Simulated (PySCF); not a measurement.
## P(OH)₂ at several levels of theory

All levels use the PBE0 minimum (doublet; O–H 0.965 Å (×2), P–O 1.637 Å (×2); H–O–P 114.2° (×2), O–P–O 103.0°), basis [P def2-TZVP, O def2-TZVP, H def2-TZVP], no relativity, density fitting, no spin–orbit coupling, PySCF. For vertical energies the ionised species is a singlet (spins chosen at PBE0 and kept) and the electron-attached one a singlet. Atomisation goes to high-spin ground-configuration atoms, without zero-point energy. Open shells are unrestricted, also as the reference of the correlated levels. A dash marks a value that was not computed or is not defined at that level.

```
    level  atomisation (kJ/mol)  vertical IP (eV)  vertical EA (eV)  −ε(HOMO) (eV)  dipole (D)
     PBE0                  1647              8.17             -0.39           5.59        1.84
       HF                  1021              7.93             -1.36           8.92        1.71
      MP2                  1627              7.86             -0.45              –           –
      PBE                  1723              7.94             -0.40           4.28        1.88
   r2SCAN                  1671              8.15             -0.46           4.64        1.92
    B3LYP                  1662              8.12             -0.31           5.29        1.76
    TPSSh                  1636              8.12             -0.38           4.98        1.87
BHandHLYP                  1563              8.21             -0.46           6.73        1.71
   B2PLYP                  1643              7.98             -0.42              –           –
```

Without diffuse functions attachment energies tend to come out too low.
